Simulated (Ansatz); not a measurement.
Problem. Name a neutral molecule of C, F, N and H with zero-point energy (PBE0-D4/def2-TZVP) between 75 and 91 kJ/mol and size of the dipole moment (ωB97M-V/def2-TZVPP) between 2.70 and 3.00 D (Ansatz, PBE0-D4/def2-TZVP geometry).

Solution. `N=CF` (87.6 kJ/mol, 2.81 D). Other molecules can fit too; these were computed, each in one conformer that needn't be the lowest.
